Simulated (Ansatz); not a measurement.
# CH2F2 (singlet): B2PLYP, RPA-PBE over a series of basis sets

One table from this session's results is given with a row withheld; the runs are named, their logs left out.

Program: Ansatz 0.2.0, Gaussian basis. Level of theory: all electrons in the functionals, frozen cores in the correlation of double hybrids and RPA. These are calculated values, not measurements.

Plan: B2PLYP, RPA-PBE, at STO-3G; 6-31G; 6-31G*; cc-pVDZ; cc-pVTZ; cc-pVQZ.

22 further runs of the same task are left out: 4 for a known fault of the program, 1 that didn't finish, 17 set aside as unsound or not needed.

## The geometry

The geometry is an MP2(full)/6-31G* stationary point (not a proven minimum).

5 atoms, charge 0, spin multiplicity 1.

Atoms are counted from 1 here; the program's logs count them from 0.

Bond lengths: C1–F2 1.364 Å, C1–F3 1.364 Å, C1–H4 1.091 Å, C1–H5 1.091 Å. Angles: F2–C1–F3 108.9°, F2–C1–H4 108.8°, F2–C1–H5 108.8°, F3–C1–H4 108.8°, F3–C1–H5 108.8°, H4–C1–H5 112.8°.

No dispersion term is added.

Set-up of the first run:

Contents of in.yaml:

```yaml
crystal:
  periodic: [false, false, false]
  atoms:
    - {symbol: C, position_ang: [0.000000, 0.000000, 0.556162]}
    - {symbol: F, position_ang: [0.000000, 1.109716, -0.237342]}
    - {symbol: F, position_ang: [0.000000, -1.109716, -0.237342]}
    - {symbol: H, position_ang: [-0.908369, 0.000000, 1.159958]}
    - {symbol: H, position_ang: [0.908369, 0.000000, 1.159958]}
basis:
  gaussian: {orbitals: STO-3G}
hamiltonian: {xc: {name: B2PLYP}}
correlation: {electrons: outside_noble_gas}
```

Run with:

```sh
ansatz run in.yaml --threads 1 --pin off --events-out ev --progress --plain --max-ram 4160MiB --backend cpu
```

Steps of the session up to this table: B2PLYP, STO-3G; B2PLYP, 6-31G; B2PLYP, 6-31G*; B2PLYP, cc-pVDZ; B2PLYP, cc-pVTZ; B2PLYP, cc-pVQZ; RPA-PBE, STO-3G; RPA-PBE, 6-31G; RPA-PBE, 6-31G*; RPA-PBE, cc-pVDZ; RPA-PBE, cc-pVTZ; RPA-PBE, cc-pVQZ.

One table of the session follows, with a row left open; its other results are not shown here.

It belongs to the step «Against the wave-function levels». Atomisation energies, with free atoms from separate runs at the same level and basis (kJ/mol); wave-function rows come from earlier runs:

| level | 6-31G | cc-pVDZ | cc-pVTZ | cc-pVQZ |
| --- | --- | --- | --- | --- |
| B2PLYP | 1623.1 | 1752.3 | 1812.5 | 1823.3 |
| RPA-PBE | ? | ? | ? | ? |
| RHF | 1118.4 | 1247.2 | 1291.0 | 1294.0 |
| RCCSD(T) | 1484.3 | 1669.7 | 1780.2 | 1809.4 |

**Question.** Estimate the row for RPA-PBE.

**Answer.** 6-31G: 1347.0; cc-pVDZ: 1557.2; cc-pVTZ: 1668.2; cc-pVQZ: 1694.8. In the column «6-31G» it lies between RHF (1118.4) and RCCSD(T) (1484.3).

Limits of these values: Core correlation, relativity and spin-orbit terms are not in the calculated values.
